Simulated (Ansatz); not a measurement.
CH$_{4}$NNa, closed shell: a single point displaced at random from a GFN2-xTB minimum.

The input file, in.yaml:

```yaml
crystal:
  periodic: [false, false, false]
  atoms:
    - {symbol: C, position_ang: [-0.316700, 0.492300, -0.413400]}
    - {symbol: N, position_ang: [0.585700, -0.152000, 0.456500]}
    - {symbol: Na, position_ang: [0.566000, -2.020100, 1.548000]}
    - {symbol: H, position_ang: [-0.431100, 0.174600, -1.545200]}
    - {symbol: H, position_ang: [-1.615900, 0.044900, -0.003000]}
    - {symbol: H, position_ang: [-0.604100, 1.287600, -0.579000]}
    - {symbol: H, position_ang: [1.543200, 0.000500, 0.061100]}
basis:
  gaussian: {orbitals: def2-TZVPP}
hamiltonian: {xc: r2scan, dispersion: d4}
output: {forces: true}
```

An equivalent command:

```bash
ansatz run in.yaml --threads 4 --pin off --events-out ev --progress --plain
```

Output of Ansatz 0.2.0:

```
Functional definition: r2SCAN
  name "r2SCAN"
  cite "Furness, Kaplan, Ning, Perdew & Sun, J. Phys. Chem. Lett. 11, 8208 (2020) doi:10.1021/acs.jpclett.0c02405"
  cite "Furness, Kaplan, Ning, Perdew & Sun, J. Phys. Chem. Lett. 11, 9248 (2020) doi:10.1021/acs.jpclett.0c03077"
  parent r2scan
  parameter k0 = 0.174
  parameter k1 = 0.065
  parameter a1 = 4.9479
  exchange = r2scan_x(k0 = k0, k1 = k1, a1 = a1)
  correlation = r2scan_c
848 factors; their error is unknown
mean field evaluation 1: about -6988.3631 eV, gradient 8.0e1 eV
mean field evaluation 2: about -6850.6958 eV, gradient 1.7e2 eV
mean field evaluation 4: about -7001.9272 eV, gradient 2.4e1 eV
mean field evaluation 8: about -7003.2961 eV, gradient 1.1e-1 eV
mean field evaluation 16: about -7003.2797 eV, gradient 1.1e-3 eV
mean field -7003.27972619 eV, -257.3657829441 hartree, gradient 4.7e-5 eV, S^2 0.000000; 1 other end points of the search recorded, 0 dependent functions left out
the calculation of the forces begins
reference -7003.27974866 eV, -257.3657837696 hartree; 14, 14 occupied and 136, 136 virtual orbitals, 848 factors
Total energy: -7003.30317685 eV, -257.3666447397 hartree
Atom 0 at    -0.316700     0.492300    -0.413400 Å, force    -0.678141   -16.736930     1.177693 eV/Å
Atom 1 at     0.585700    -0.152000     0.456500 Å, force     1.561903     0.659091    -0.430103 eV/Å
Atom 2 at     0.566000    -2.020100     1.548000 Å, force    -0.120286     0.399909    -0.188017 eV/Å
Atom 3 at    -0.431100     0.174600    -1.545200 Å, force     0.702176    -0.644933     1.092388 eV/Å
Atom 4 at    -1.615900     0.044900    -0.003000 Å, force     2.875348     0.957401    -1.080682 eV/Å
Atom 5 at    -0.604100     1.287600    -0.579000 Å, force    -3.569085    15.381371    -0.964194 eV/Å
Atom 6 at     1.543200     0.000500     0.061100 Å, force    -0.771915    -0.015909     0.392915 eV/Å
Dipole moment:     0.354469    -1.300569     0.812363 e Å
```

Hardware: 4 CPU threads, shared host. Wall time about 2.5 s.
